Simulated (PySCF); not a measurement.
Compound: BClH5N.
Atom-mapped SMILES: `[NH3+:1][BH2-:2][Cl:3]` (hydrogens: H4, H5, H6 on N1; H7, H8 on B2)

Structure used (PBE0-D3(BJ)/def2-SVP), in Å, numbered top down from 1:
```
atom  x, y, z in Å
N1     0.7265    0.1092    0.2993
B2    -0.8215   -0.3501    0.1249
Cl3   -1.7701    1.0792    0.8358
H4     0.9309    0.2822    1.2858
H5     1.3759   -0.5970   -0.0520
H6     0.8907    0.9851   -0.2013
H7    -0.9455   -1.3672    0.7819
H8    -0.9993   -0.4823   -1.0720
```

The closed-shell ground state was solved at several levels (PySCF, density fitting, gas phase, non-relativistic).

```json
{"level": "CAM-B3LYP/pcSseg-2", "basis functions": "185", "HOMO (eV)": "-8.66", "LUMO (eV)": "0.17", "gap (eV)": "8.83", "dipole (D)": "6.18"}
{"level": "CAM-B3LYP/def2-SVPD", "basis functions": "107", "HOMO (eV)": "-8.69", "LUMO (eV)": "0.20", "gap (eV)": "8.89", "dipole (D)": "6.12"}
```

What might PBE0/pcSseg-1 (83 basis functions) give for the same quantities?

HOMO -7.19 eV, LUMO 0.05 eV, gap 7.24 eV, dipole 6.39 D.

Over all these levels, which gives the widest orbital gap and which the narrowest?

CAM-B3LYP/def2-SVPD (range-separated hybrid) has the widest, 8.89 eV, and PBE0/pcSseg-1 (global hybrid, 25 % exact exchange) the narrowest, 7.24 eV. Functional and basis both differ between the two, so the spread mixes both effects.

How far do the dipole and the HOMO energy spread over the levels?

The dipole runs from 6.12 to 6.39 D (mean 6.23 D) and the HOMO from -8.69 to -7.19 eV.
